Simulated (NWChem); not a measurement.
All runs are NWChem calculations. System: ClNa, charge 0, spin multiplicity 1, at a geometry optimised with B3LYP/def2-SVP. The structure started from a generated list of species. Level: TD-PBE/def2-SVPD.

Input file:

```
start mol
memory heap 200 mb stack 900 mb global 1100 mb
geometry units angstroms nocenter noautoz
  Na     0.000000     0.000000    -1.420937
  Cl     0.000000     0.000000     0.919430
  symmetry group C2v
end
basis spherical
  * library def2-svpd
end
dft
  xc xpbe96 cpbe96
  semidirect memsize 60000000 filesize 0
  iterations 100
end
tddft
  rpa
  nroots 6
  notriplet
  thresh 1e-4
end
task tddft energy
```

NWChem printed:

```
             Northwest Computational Chemistry Package (NWChem) 7.3.0
             --------------------------------------------------------

                                NWChem Input Module
                                -------------------

 Scaling coordinates for geometry "geometry" by  1.889725989
 (inverse scale =  0.529177249)

 Turning off AUTOSYM since
 SYMMETRY directive was detected!

                             Geometry "geometry" -> ""
                             -------------------------

 Output coordinates in angstroms (scale by  1.889725989 to convert to a.u.)

  No.       Tag          Charge          X              Y              Z
 ---- ---------------- ---------- -------------- -------------- --------------
    1 Na                  11.0000     0.00000000     0.00000000    -1.42093700
    2 Cl                  17.0000     0.00000000     0.00000000     0.91943000

 Effective nuclear repulsion energy (a.u.)      42.2823196375

            Nuclear Dipole moment (a.u.)
            ----------------------------
        X                 Y               Z
 ---------------- ---------------- ----------------
     0.0000000000     0.0000000000     0.0000056692

      Symmetry information
      --------------------

 Group name             C2v
 Group number             16
 Group order               4
 No. of unique centers     2

      Symmetry unique atoms

     1    2


 Summary of "ao basis" -> "" (spherical)
 ------------------------------------------------------------------------------
       Tag                 Description            Shells   Functions and Types
 ---------------- ------------------------------  ------  ---------------------
 *                         def2-svpd                  on all atoms

  pbe96 is a nonlocal functional; adding pw91lda local functional.

                                 NWChem DFT Module
                                 -----------------

 Summary of "ao basis" -> "ao basis" (spherical)
 ------------------------------------------------------------------------------
       Tag                 Description            Shells   Functions and Types
 ---------------- ------------------------------  ------  ---------------------
 Na                        def2-svpd                 8       18   4s3p1d
 Cl                        def2-svpd                11       27   5s4p2d

 Summary of "ao basis" -> "ao basis" (spherical)
 ------------------------------------------------------------------------------
       Tag                 Description            Shells   Functions and Types
 ---------------- ------------------------------  ------  ---------------------
 Na                        def2-svpd                 8       18   4s3p1d
 Cl                        def2-svpd                11       27   5s4p2d

      Symmetry analysis of basis
      --------------------------

        a1         22
        a2          3
        b1         10
        b2         10

            General Information
            -------------------
          SCF calculation type: DFT
          Wavefunction type:  closed shell.
          No. of atoms     :     2
          No. of electrons :    28
           Alpha electrons :    14
            Beta electrons :    14
          Charge           :     0
          Spin multiplicity:     1
          Use of symmetry is: off; symmetry adaption is: on
          Maximum number of iterations: 100
          AO basis - number of functions:    45
                     number of shells:    19
          Convergence on energy requested:  1.00D-06
          Convergence on density requested:  1.00D-05
          Convergence on gradient requested:  5.00D-04

              XC Information
              --------------
          PerdewBurkeErnzerhof Exchange Functional  1.000
            Perdew 1991 LDA Correlation Functional  1.000 local
           PerdewBurkeErnz. Correlation Functional  1.000 non-local

             Grid Information
             ----------------
          Grid used for XC integration:  medium
          Radial quadrature: Mura-Knowles
          Angular quadrature: Lebedev.
          Tag              B.-S. Rad. Rad. Pts. Rad. Cut. Ang. Pts.
          ---              ---------- --------- --------- ---------
          Na                  1.80       88          12.0       434
          Cl                  1.00       88          13.0       590
          Grid pruning is: on
          Number of quadrature shells:   176
          Spatial weights used:  Erf1

          Convergence Information
          -----------------------
          Convergence aids based upon iterative change in
          total energy or number of iterations.
          Levelshifting, if invoked, occurs when the
          HOMO/LUMO gap drops below (HL_TOL):  1.00D-02
          DIIS, if invoked, will attempt to extrapolate
          using up to (NFOCK): 10 stored Fock matrices.

                    Damping( 0%)  Levelshifting(0.5)       DIIS
                  --------------- ------------------- ---------------
          dE  on:    start            ASAP                start
          dE off:    2 iters        100 iters           100 iters

      Screening Tolerance Information
      -------------------------------
          Density screening/tol_rho:  1.00D-10
          AO Gaussian exp screening on grid/accAOfunc:  14
          CD Gaussian exp screening on grid/accCDfunc:  20
          XC Gaussian exp screening on grid/accXCfunc:  20
          Schwarz screening/accCoul:  1.00D-08

      Superposition of Atomic Density Guess
      -------------------------------------

 Sum of atomic energies:        -621.12235164
[...]
     2   2 0 0    -14.893932     -7.446966     -7.446966      0.000000
     2   1 1 0     -0.000000     -0.000000     -0.000000      0.000000
     2   1 0 1     -0.000000     -0.000000     -0.000000      0.000000
     2   0 2 0    -14.893932     -7.446966     -7.446966      0.000000
     2   0 1 1      0.000000      0.000000      0.000000      0.000000
     2   0 0 2     -8.339419    -69.485649    -69.485649    130.631880

                                NWChem TDDFT Module
                                -------------------

            General Information
            -------------------
           No. of orbitals :      90
            Alpha orbitals :      45
             Beta orbitals :      45
        Alpha frozen cores :       0
         Beta frozen cores :       0
     Alpha frozen virtuals :       0
      Beta frozen virtuals :       0
         Spin multiplicity :       1
    Number of AO functions :      45
        Use of symmetry is : off
      Symmetry adaption is : on
         Schwarz screening :  0.10D-07

              XC Information
              --------------
   PerdewBurkeErnzerhof Exchange Functional   1.00
     Perdew 1991 LDA Correlation Functional   1.00 local
    PerdewBurkeErnz. Correlation Functional   1.00 non-local

             TDDFT Information
             -----------------
          Calculation type : TDDFT
         Wavefunction type : Restricted singlets
          No. of electrons :      28
           Alpha electrons :      14
            Beta electrons :      14
              No. of roots :       6
          Max subspacesize :    5200
            Max iterations :     100
               Target root :       1
           Target symmetry : none
      Symmetry restriction : off
                 Algorithm : Optimal
        Davidson threshold :  0.10D-03

            Memory Information
            ------------------
          Available GA space size is         144177175 doubles
          Available MA space size is          50656900 doubles
          Length of a trial vector is          434
          Algorithm : Incore multiple tensor contraction
          Estimated peak GA usage is           9137708 doubles
          Estimated peak MA usage is             25800 doubles

    6 smallest eigenvalue differences (eV)
--------------------------------------------------------
  No. Spin  Occ  Vir  Irrep   E(Occ)    E(Vir)   E(Diff)
--------------------------------------------------------
    1    1   14   15 b2       -0.195    -0.081     3.099
    2    1   13   15 b1       -0.195    -0.081     3.099
    3    1   12   15 a1       -0.213    -0.081     3.613
    4    1   14   16 a2       -0.195    -0.007     5.097
    5    1   14   17 a1       -0.195    -0.007     5.097
    6    1   13   16 a1       -0.195    -0.007     5.097
--------------------------------------------------------

  Entering Davidson iterations
  Restricted singlet excited states

  Iter   NTrls   NConv    DeltaV     DeltaE      Time
  ----  ------  ------  ---------  ---------  ---------
    1      6       0     0.18E+00   0.10+100        0.9
    2     12       0     0.15E-01   0.19E-01        0.9
    3     24       1     0.24E-02   0.12E-03        1.4
    4     34       1     0.64E-03   0.21E-05        1.2
    5     44       5     0.16E-03   0.17E-06        1.0
    6     46       6     0.81E-04   0.11E-07        0.7
  ----  ------  ------  ---------  ---------  ---------
  Convergence criterion met

  Ground state a1       -622.060765659921 a.u.

  ----------------------------------------------------------------------------
  Root   1 singlet b2             0.114790708 a.u.                3.1236 eV
  ----------------------------------------------------------------------------
     Transition Moments    X  0.00363   Y  0.34347   Z -0.00000
     Transition Moments   XX -0.00000  XY  0.00000  XZ -0.00250
     Transition Moments   YY -0.00000  YZ -0.23690  ZZ -0.00000
     Dipole Oscillator Strength                    0.0090289267
     Electric Quadrupole                           0.0000000005
     Magnetic Dipole                               0.0000000004
     Total Oscillator Strength                     0.0090289275

          sigma_e =   2.2875 Angstrom
          sigma_h =   1.1914 Angstrom
         |d_h->e| =   3.1637 Angstrom
            d_exc =   4.0823 Angstrom
            d_CD1 =   4.2597 Angstrom
            d_CD2 =   1.4242 Angstrom
            d_CD3 =   7.2460 Angstrom
     Pearson C.C. =  -0.0008

     Occ.   14  b2  ---  Virt.   15  a1  -0.99984 X
  ----------------------------------------------------------------------------
  Root   2 singlet b1             0.114790710 a.u.                3.1236 eV
  ----------------------------------------------------------------------------
     Transition Moments    X -0.34347   Y  0.00363   Z -0.00000
     Transition Moments   XX -0.00000  XY  0.00000  XZ  0.23690
     Transition Moments   YY -0.00000  YZ -0.00250  ZZ -0.00000
     Dipole Oscillator Strength                    0.0090289272
     Electric Quadrupole                           0.0000000005
     Magnetic Dipole                               0.0000000004
     Total Oscillator Strength                     0.0090289280

          sigma_e =   2.2875 Angstrom
          sigma_h =   1.1914 Angstrom
         |d_h->e| =   3.1637 Angstrom
            d_exc =   4.0823 Angstrom
            d_CD1 =   4.2597 Angstrom
            d_CD2 =   1.4242 Angstrom
            d_CD3 =   7.2460 Angstrom
     Pearson C.C. =  -0.0008

     Occ.   13  b1  ---  Virt.   15  a1   0.99984 X
  ----------------------------------------------------------------------------
  Root   3 singlet a1             0.140316162 a.u.                3.8182 eV
  ----------------------------------------------------------------------------
     Transition Moments    X  0.00000   Y -0.00000   Z  1.03350
     Transition Moments   XX -0.18822  XY  0.00000  XZ  0.00000
     Transition Moments   YY -0.18822  YZ -0.00000  ZZ -1.62388
     Dipole Oscillator Strength                    0.0999174357
     Electric Quadrupole                           0.0000000101
     Magnetic Dipole                               0.0000000000
     Total Oscillator Strength                     0.0999174458

          sigma_e =   2.3702 Angstrom
          sigma_h =   1.2498 Angstrom
         |d_h->e| =   3.2423 Angstrom
            d_exc =   4.2034 Angstrom
            d_CD1 =   4.3626 Angstrom
            d_CD2 =   1.4322 Angstrom
            d_CD3 =   7.4457 Angstrom
     Pearson C.C. =   0.0040

     Occ.   12  a1  ---  Virt.   15  a1  -0.98563 X
     Occ.   12  a1  ---  Virt.   18  a1   0.05451 X
     Occ.   12  a1  ---  Virt.   22  a1   0.06378 X
     Occ.   13  b1  ---  Virt.   16  b1  -0.09648 X
     Occ.   14  b2  ---  Virt.   17  b2  -0.09648 X
  ----------------------------------------------------------------------------
  Root   4 singlet a1             0.186471188 a.u.                5.0741 eV
  ----------------------------------------------------------------------------
     Transition Moments    X -0.00000   Y  0.00000   Z  0.00000
     Transition Moments   XX -1.05166  XY -0.00000  XZ -0.00000
     Transition Moments   YY  1.05166  YZ  0.00000  ZZ  0.00000
     Dipole Oscillator Strength                    0.0000000000
     Electric Quadrupole                           0.0000000382
     Magnetic Dipole                               0.0000000000
     Total Oscillator Strength                     0.0000000382

          sigma_e =   3.5377 Angstrom
          sigma_h =   1.1914 Angstrom
         |d_h->e| =   2.6643 Angstrom
            d_exc =   4.5860 Angstrom
            d_CD1 =   5.0106 Angstrom
            d_CD2 =   0.2997 Angstrom
            d_CD3 =   7.2503 Angstrom
     Pearson C.C. =   0.0003

     Occ.   13  b1  ---  Virt.   16  b1   0.70706 X
     Occ.   14  b2  ---  Virt.   17  b2  -0.70706 X
  ----------------------------------------------------------------------------
  Root   5 singlet a2             0.186509604 a.u.                5.0752 eV
  ----------------------------------------------------------------------------
     Transition Moments    X -0.00000   Y  0.00000   Z  0.00000
     Transition Moments   XX  0.00000  XY  1.05178  XZ  0.00000
     Transition Moments   YY  0.00000  YZ -0.00000  ZZ -0.00000
     Dipole Oscillator Strength                    0.0000000000
     Electric Quadrupole                           0.0000000382
     Magnetic Dipole                               0.0000000000
     Total Oscillator Strength                     0.0000000382

          sigma_e =   3.5356 Angstrom
          sigma_h =   1.1914 Angstrom
         |d_h->e| =   2.6641 Angstrom
            d_exc =   4.5842 Angstrom
            d_CD1 =   5.0083 Angstrom
            d_CD2 =   0.3006 Angstrom
            d_CD3 =   7.2484 Angstrom
     Pearson C.C. =   0.0003

     Occ.   13  b1  ---  Virt.   17  b2  -0.70706 X
     Occ.   14  b2  ---  Virt.   16  b1  -0.70707 X
  ----------------------------------------------------------------------------
  Root   6 singlet a2             0.187300278 a.u.                5.0967 eV
  ----------------------------------------------------------------------------
     Transition Moments    X -0.00000   Y -0.00000   Z -0.00000
     Transition Moments   XX  0.00000  XY -0.00000  XZ  0.00000
     Transition Moments   YY  0.00000  YZ  0.00000  ZZ -0.00000
     Dipole Oscillator Strength                    0.0000000000
     Electric Quadrupole                           0.0000000000
     Magnetic Dipole                               0.0000000000
     Total Oscillator Strength                     0.0000000000

          sigma_e =   3.5310 Angstrom
          sigma_h =   1.1915 Angstrom
         |d_h->e| =   2.6509 Angstrom
            d_exc =   4.5733 Angstrom
            d_CD1 =   4.9904 Angstrom
            d_CD2 =   0.2897 Angstrom
            d_CD3 =   7.2241 Angstrom
     Pearson C.C. =   0.0000

     Occ.   13  b1  ---  Virt.   17  b2   0.70711 X
     Occ.   14  b2  ---  Virt.   16  b1  -0.70711 X

              Target root =      1
          Target symmetry = none
      Ground state energy =   -622.060765659921
        Excitation energy =      0.114790707950
     Excited state energy =   -621.945974951970

  stored tddft:energy   -621.94597495197036

 Task  times  cpu:        7.4s     wall:        7.4s

 Total times  cpu:        7.4s     wall:        7.4s
```
